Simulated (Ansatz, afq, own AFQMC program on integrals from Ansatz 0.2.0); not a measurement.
Where AFQMC and coupled cluster stand for MgSi, singlet

```json
{"atom": "Si", "x (Å)": "0.0000", "y (Å)": "0.0000", "z (Å)": "0.0000"}
{"atom": "Mg", "x (Å)": "0.0000", "y (Å)": "0.0000", "z (Å)": "2.2990"}
```

Basis cc-pVDZ. Noble-gas cores (and the filled d shells of Ga–Kr and In–Xe) are frozen. Ansatz 0.2.0 and our own AFQMC program on the same integrals; the CISD trial comes from CCSD amplitudes, and released means the phaseless constraint is let go. Uncertainties: one standard error, sampling alone.

Determinant: RHF, the one that the program's search chose, which needn't be the lowest solution. The geometry is a point of a scan.

Full CI on the same integrals is exact in this basis and with this determinant's frozen core.

Cautions: higher spins were not checked; restricted determinant unstable towards unrestricted (UHF 1.46 eV lower, ⟨S²⟩ 1.71); strong correlation (T1 0.027, weight of the determinant 0.82, largest double 0.19); the CCSDT(Q) amplitudes may be one of several solutions (largest double 0.68); the CCSDTQ amplitudes may be one of several solutions (largest double 0.87); the released energies are still falling, so no released level is given (meV from the phaseless value at times in 1/Eh: -7 ± 5 at 0.24, -17 ± 4 at 0.51, -26 ± 3 at 0.99, -36 ± 4 at 1.62, -44 ± 4 at 2.40); the ph-AFQMC/CISD walk drifts between its halves (2.4 errors); the determinant fills πx and πy unequally, so it mixes two states of the linear molecule, and each level undoes that mixture to a different degree, while full CI gives the lower state, and by Hund's rule a triplet of that filling probably lies lower still; CCSDTQ on the UHF determinant differs (849 meV lower), perhaps since the unrestricted series falls towards higher spin.

The T1 diagnostic is 0.0270, the weight of the determinant in the CISD state is 0.815 and the size of the correlated space is 6 electrons in 26 orbitals.

```tsv
level	correlation energy (eV)
MP2	-2.8251
CCSD	-3.5942
CCSD(T)	-3.8084
```

Q: Estimate where full CI lies against CCSD(T) on the same integrals.

A: 4.89 kcal/mol below CCSD(T).

Reference: full CI, correlation energy -4.021 eV. The cautions show a poor starting determinant, so the rows tell how each method copes with it here, and full CI is the sure value.

| level | E − E(reference) (kcal/mol) | share of correlation (%) |
| --- | --- | --- |
| CCSD(T) | 4.89 | 94.72 |
| CCSDT | 1.82 | 98.04 |
| CCSDT(Q) | 0.09 | 99.90 |
| CCSDTQ | 0.06 | 99.93 |
| ph-AFQMC/CISD | 4.25 ± 0.09 | 95.41 |

CCSDT and higher add their correlation energy to the determinant of the CCSD(T) run, since their own runs factorise the integrals more tightly (a shift of under 2 meV).
